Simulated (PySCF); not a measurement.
Mayer bond orders and bond lengths

Species: 3,3-dimethyl-1-butene, C₆H₁₂.
Numbering: `[CH2:1]=[CH:2][C:3]([CH3:4])([CH3:5])[CH3:6]` (hydrogens: H7, H8 on C1; H9 on C2; H10, H11, H12 on C4; H13, H14, H15 on C5; H16, H17, H18 on C6)

Geometry (PBE0-D3(BJ)/def2-TZVP, Å), atoms numbered from 1 in this order:
```
atom  x, y, z in Å
C1     2.0630   -0.7967    0.5914
C2     1.1977   -0.3950   -0.3286
C3    -0.2107    0.0867   -0.1117
C4    -0.3187    1.5112   -0.6632
C5    -1.1536   -0.8259   -0.9017
C6    -0.6087    0.0786    1.3575
H7     3.0587   -1.1240    0.3160
H8     1.8181   -0.8159    1.6473
H9     1.5099   -0.4006   -1.3729
H10   -1.3457    1.8774   -0.5786
H11   -0.0346    1.5468   -1.7183
H12    0.3352    2.1926   -0.1142
H13   -1.1073   -1.8514   -0.5282
H14   -2.1858   -0.4752   -0.8166
H15   -0.8892   -0.8404   -1.9624
H16   -0.5444   -0.9263    1.7818
H17    0.0310    0.7398    1.9470
H18   -1.6396    0.4236    1.4684
```

Bond orders from the PBE0/pcSseg-2 density (PySCF). Isolated species at its PBE0-D3(BJ)/def2-TZVP geometry, gas phase.

(1) How far do the computed orders between heavy atoms stray from the drawn ones?

(2) Set the Mayer orders of the bonds between heavy atoms beside their lengths.

Results:

(1) The largest departure is 0.057, at C1–C2 (drawn double, 1.943).

(2) 
| bond | drawn as | length (Å) | Mayer order |
| --- | --- | --- | --- |
| C1–C2 | double | 1.325 | 1.943 |
| C2–C3 | single | 1.504 | 0.994 |
| C3–C4 | single | 1.531 | 0.979 |
| C3–C5 | single | 1.532 | 0.979 |
| C3–C6 | single | 1.522 | 1.000 |

By pair of heavy elements: C–C: lowest C3–C4 and C3–C5 (0.979, 1.531 Å), highest C1–C2 (1.943, 1.325 Å). Bonds named together lie within 0.004.

Problem. And the bonds to hydrogen?

Solution. C–H: 0.99 to 1.01 (12 bonds).

Problem. Sum the orders of all bonds at each heavy atom with more than one neighbour and set the sums beside the valence in the SMILES.

Solution. C1 3.942 (drawn 4), C2 3.950 (drawn 4), C3 3.952 (drawn 4), C4 3.977 (drawn 4), C5 3.978 (drawn 4), C6 4.002 (drawn 4). Orders between atoms that aren't bonded are not in these sums.

The Mayer order sums products of elements of PS (density times overlap matrix) between the two atoms' basis functions, so it depends on the basis set.

These values come from a run that also computed NMR shieldings. Time: 2.4 min wall, 4.4 min CPU; peak memory 2.7 GiB. Hardware: Intel Xeon at 2.50 GHz, 2 threads, shared host with 64 logical CPUs at a one-minute load of 57.
